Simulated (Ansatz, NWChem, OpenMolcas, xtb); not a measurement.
**Loss of SiH4: SiH3(SiH3) → SiH2 + SiH4**

Gas-phase species: SiH3(SiH3) (disilane), singlet; SiH2 `[SiH2]`, singlet; SiH4 (silane) `[SiH4]`, singlet. This is a balance of energies; it says nothing on the path, which may need atoms to shift.

Shapes, held fixed at every level: PBE0-D4/def2-TZVP. Programs: Ansatz 0.2.0, NWChem 7.3.0, OpenMolcas 26.06, xtb 6.7.1. A level may come from different programs for different species; with the same settings they agree closely. Electronic energies: no zero-point or thermal term.

| level | kind | ΔE (kJ/mol) |
| --- | --- | --- |
| GFN1-xTB | semi-empirical | +230.9 |
| HF/STO-3G | Hartree–Fock | +318.2 |
| HF/3-21G | Hartree–Fock | +183.3 |
| HF/def2-SVP | Hartree–Fock | +208.5 |
| B3LYP/6-31G* (Cartesian functions) | global hybrid | +225.4 |
| PBE0/def2-SVP | global hybrid | +252.7 |

PBE0/def2-SVP gives ΔE = +252.7 kJ/mol; the levels span +183.3 to +318.2. The median of the levels is +228.2. No measured value is set beside it here. PBE0/def2-SVP lies outside the range of the other correlated levels here, so it shouldn't be taken on trust. Rows in sets without polarisation functions are far from converged.
